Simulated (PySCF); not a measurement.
# Working out the ionisation energy of Ar

Ar [Ar] (1S) → Ar⁺ [Ne] 3s2 3p5 (2P). Computed with PySCF 2.14 in aug-cc-pVDZ-DK, with scalar relativity by spin-free X2C-1e. Frozen: [Ne]. Energies in hartree (1 hartree = 27.21139 eV):

| part | Ar (lower) | Ar⁺ (upper) |
| --- | --- | --- |
| UHF | -528.607121 | -528.068232 |
| CCSD correlation | -0.166218 | -0.135908 |
| (T) | -0.002527 | -0.001711 |

Q: What does Hartree-Fock give?

A: (-528.068232) − (-528.607121) = 0.538889 hartree = 14.664 eV.

Q: What do CCSD and CCSD(T) give?

A: The CCSD correlation energies differ by 0.030310 hartree = 0.825 eV and the triples by 0.000816 hartree = 0.022 eV, so CCSD gives 15.489 eV and CCSD(T) 15.511 eV.

Measured between the centres of the two terms (NIST): 15.819 eV, so CCSD(T) (valence) is off by -0.308 eV.

A double-zeta basis recovers only part of the correlation energy.

What remains against the reference includes basis incompleteness, the frozen core and higher excitations.
